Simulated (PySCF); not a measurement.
# Electric field gradients and quadrupole coupling constants

Sulfuric acid, H₂O₄S.
Z-matrix (Å and degrees, PBE0-D3(BJ)/def2-SVP geometry), rows numbered from 1:
```
O 
S   1  1.4371
O   2  1.4370  1  124.81
O   2  1.6076  1  105.77  3  -126.50
O   2  1.6073  1  108.37  3   125.27
H   4  0.9702  2  108.23  1   160.75
H   5  0.9701  2  108.21  1    26.18
```

Field gradients from the PBE0/pcSseg-1 density (PySCF, non-relativistic), principal values in atomic units, ordered |Vxx| ≤ |Vyy| ≤ |Vzz|:

```json
{"atom": "O1", "Vxx": "-0.7186", "Vyy": "-0.7317", "Vzz": "1.4503"}
{"atom": "S2", "Vxx": "0.2699", "Vyy": "0.7443", "Vzz": "-1.0142"}
{"atom": "O3", "Vxx": "-0.7228", "Vyy": "-0.7278", "Vzz": "1.4505"}
{"atom": "O4", "Vxx": "-0.0261", "Vyy": "-1.7277", "Vzz": "1.7539"}
{"atom": "O5", "Vxx": "-0.0213", "Vyy": "-1.7302", "Vzz": "1.7515"}
```

Find the asymmetry η = (Vxx − Vyy)/Vzz and the couplings χ = eQV/h (234.96 MHz × Q in barn × V in au), with Q(17O) = −0.0256 b, Q(33S) = −0.0678 b.

```
atom      environment  nucleus     η  χzz (MHz)  χxx (MHz)  χyy (MHz)
  O1  sulfonyl oxygen      17O  0.01      -8.72       4.32       4.40
  S2  sulfonyl sulfur      33S  0.47      16.16      -4.30     -11.86
  O3  sulfonyl oxygen      17O  0.00      -8.73       4.35       4.38
  O4  hydroxyl oxygen      17O  0.97     -10.55       0.16      10.39
  O5  hydroxyl oxygen      17O  0.98     -10.54       0.13      10.41
```

The gradient is axial or nearly so (η below 0.05) at O1 and O3. At O4 and O5 η is above 0.9: Vyy and Vzz are nearly equal in size and opposite in sign, so a small change could swap them and flip the sign of χzz. 

What is Vzz at O4 in SI units (1 au = 9.71736 × 10²¹ V/m²)?

1.7539 au = 17.043 × 10²¹ V/m².

What couplings would deuterons (Q(2H) = 0.00286 b) have in place of the hydrogens, at this geometry?

```
atom  bonded to  bond length (Å)  Vzz (au)     η  χzz (kHz)
  H6         O4            0.970    0.4360  0.15        293
  H7         O5            0.970    0.4364  0.15        293
```

The structure is a single PBE0-D3(BJ)/def2-SVP conformer in the gas phase; no vibrational or solvent corrections. With so small a basis the couplings can be 20 % off.

The run behind these numbers computed NMR shieldings as well. On an AMD EPYC 9B45 with one thread, on a shared host, this took 3.1 s wall and 0.48 GiB of memory at its peak.
